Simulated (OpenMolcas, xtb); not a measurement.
A ladder of methods for BSiH5O (SMILES OB[SiH3])

BSiH5O has 8 atoms, charge 0, and is taken as a singlet. As SMILES, `OB[SiH3]`. Geometry: relaxed at GFN2-xTB. This is one conformer, not always the lowest.

```xyz
8

O    -1.5421    0.4682   -0.7360
B    -0.2224    0.6010   -0.5974
Si    0.6566   -0.6116    0.6862
H    -2.0076    1.0425   -1.3475
H     0.3528    1.4274   -1.2311
H     0.1877   -0.4405    2.0706
H     2.1172   -0.4482    0.7639
H     0.4578   -2.0388    0.3913
```

Each level gives the dipole moment (D). The values are calculated.

```json
{"level": "GFN2-xTB", "kind": "semi-empirical", "program": "xtb", "value (D)": "3.19", "CPU time": "under 2 s"}
{"level": "GFN0-xTB", "kind": "semi-empirical", "program": "xtb", "value (D)": "4.27", "CPU time": "under 2 s"}
{"level": "GFN1-xTB", "kind": "semi-empirical", "program": "xtb", "value (D)": "3.61", "CPU time": "under 2 s"}
{"level": "HF/ANO-R0 (sfX2C)", "kind": "Hartree–Fock", "program": "OpenMolcas", "value (D)": "4.36", "CPU time": "2 s"}
{"level": "HF/STO-3G", "kind": "Hartree–Fock", "program": "OpenMolcas", "value (D)": "2.22", "CPU time": "2.4 s"}
{"level": "HF/3-21G", "kind": "Hartree–Fock", "program": "OpenMolcas", "value (D)": "2.79", "CPU time": "2.7 s"}
{"level": "HF/def2-SVP", "kind": "Hartree–Fock", "program": "OpenMolcas", "value (D)": "2.67", "CPU time": "5.7 s"}
{"level": "PBE/6-31G* (spherical functions)", "kind": "GGA", "program": "OpenMolcas", "value (D)": "2.61", "CPU time": "24 s"}
{"level": "BLYP/def2-TZVP", "kind": "GGA", "program": "OpenMolcas", "value (D)": "2.46", "CPU time": "90 s"}
{"level": "TPSS/aug-cc-pVDZ", "kind": "meta-GGA", "program": "OpenMolcas", "value (D)": "2.34", "CPU time": "1.8 min"}
```

The values span 2.22 to 4.36 D. Sets without polarisation functions give poor dipoles. Without the sets that lack polarisation functions the rows with a basis span only 2.34 to 2.67 D. CPU times are rough (shared hosts, several kinds of processor): they show what a rung costs within a factor of a few.
